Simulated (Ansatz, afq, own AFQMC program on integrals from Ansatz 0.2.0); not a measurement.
Where AFQMC and coupled cluster stand for SiH$_{4}$, singlet

```xyz
5

H    -2.4273    0.0549    0.0000
H    -1.4463    0.0549    0.0000
Si    0.0887    0.0549    0.0000
H     0.7009   -0.8194    1.0900
H     0.7009   -0.8194   -1.0900
```

Basis cc-pVTZ. Noble-gas cores (and the filled d shells of Ga–Kr and In–Xe) are frozen. AFQMC by an in-house program on the Cholesky factors that Ansatz 0.2.0 writes for its CCSD(T) run. ph-AFQMC/CISD is guided by a CISD state made of CCSD amplitudes; releasing the constraint for a short imaginary time cuts its bias at the price of noise, slowly where states lie close. ± is one standard error of the sampling.

Determinant: RHF, the one that the program's search chose, which needn't be the lowest solution. The geometry is a point of a scan.

No full CI on the walks' own integrals is used here; CCSDT(Q) serves as the reference and is uncertain by about the last step of the cluster series.

Cautions: higher spins were not checked; restricted determinant unstable towards unrestricted (UHF 593 meV lower, ⟨S²⟩ 0.78); strong correlation (T1 0.022, weight of the determinant 0.86, largest double 0.18); the released energies are still falling, so no released level is given (meV from the phaseless value at times in 1/Eh: -3 ± 3 at 0.24, -8 ± 3 at 0.51, -17 ± 3 at 0.99, -19.5 ± 2.4 at 1.62, -25 ± 4 at 2.40).

* T1 diagnostic: 0.0219
* weight of the determinant in the CISD state: 0.855
* size of the correlated space: 8 electrons in 85 orbitals

Reference: CCSDT(Q), correlation energy -5.598 eV.

| level | E − E(reference) (kJ/mol) | share of correlation (%) |
| --- | --- | --- |
| HF | 540.1 | 0.00 |
| MP2 | 120.6 | 77.67 |
| CCSD | 23.7 | 95.61 |
| CCSD(T) | 4.6 | 99.14 |
| CCSDT | 1.0 | 99.81 |
| ph-AFQMC/CISD | 3.5 ± 0.4 | 99.35 |

A walk keeps the symmetry of its determinant, which the program's search chose and which needn't be the lowest solution, so a lower state of the same spin and another symmetry isn't excluded.
